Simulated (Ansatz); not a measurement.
A run for Ansatz (a first-principles code): R-RI-MP2/cc-pVQZ on acetamide (SMILES CC(N)=O), a point of a torsion scan. Files ending in .json are basis or fitting sets from the Basis Set Exchange.

Ansatz 0.2 input:
```yaml
crystal:
  periodic: [false, false, false]
  atoms:
    - {symbol: C, position_ang: [-1.06149393, 0.08246335, -0.24511074]}
    - {symbol: C, position_ang: [0.17101572, -0.27421972, 0.55849993]}
    - {symbol: N, position_ang: [1.33265559, 0.21058585, 0.02463156]}
    - {symbol: O, position_ang: [0.13877593, -0.83150871, 1.62865128]}
    - {symbol: H, position_ang: [-1.07949455, 1.15100049, -0.44555802]}
    - {symbol: H, position_ang: [-1.05020823, -0.45207954, -1.19319976]}
    - {symbol: H, position_ang: [-1.95055306, -0.19758429, 0.31127576]}
    - {symbol: H, position_ang: [2.18652246, -0.26490783, 0.27217655]}
    - {symbol: H, position_ang: [1.31107019, 0.57221070, -0.91577766]}
basis:
  gaussian:
    orbitals: cc-pVQZ
    fitting: {mean_field: def2-universal-JKFIT, correlation: cc-pVQZ-RIFIT.json}
magnetization: {spin_polarized: false}
correlation: {method: mp2, electrons: outside_noble_gas}
scf: {lower_state_search: off}
```

Program output:

```
WARN ansatz: RAYON_NUM_THREADS=1 ignored (pool sized by the plan → 1); use --threads N
Functional definition: HF
these checks for a lower state are left out or cut short: stability, starts, cluster_reference, orbital_swaps, neighbouring_geometries, increment
integrals: 0.47 GiB planned
394 factors; integrals over basis functions are off by at most 3.8e0 eV
mean field: 0.74 GiB planned
mean field evaluation 1: about -5657.9509 eV, gradient 4.4e1 eV
mean field evaluation 2: about -5660.8675 eV, gradient 2.6e1 eV
mean field evaluation 4: about -5661.9648 eV, gradient 2.0e0 eV
mean field evaluation 8: about -5661.9783 eV, gradient 1.6e-6 eV
mean field -5661.97833018 eV, -208.0738658073 hartree, gradient 1.6e-6 eV, S^2 0.000000; 0 other end points of the search recorded, 0 dependent functions left out
4 core orbitals not correlated
803 factors; their error is unknown
reference -5661.97833018 eV, -208.0738658073 hartree; 12, 12 occupied and 354, 354 virtual orbitals, 803 factors
second order -22.58959520 eV of doubles, -0.00000000 eV of singles
Total energy: -5684.56792538 eV, -208.9040181192 hartree
Checks for a lower state left out: stability, starts, cluster_reference, orbital_swaps, neighbouring_geometries, increment
```

The run converged.

Cost: roughly 5 core-seconds.
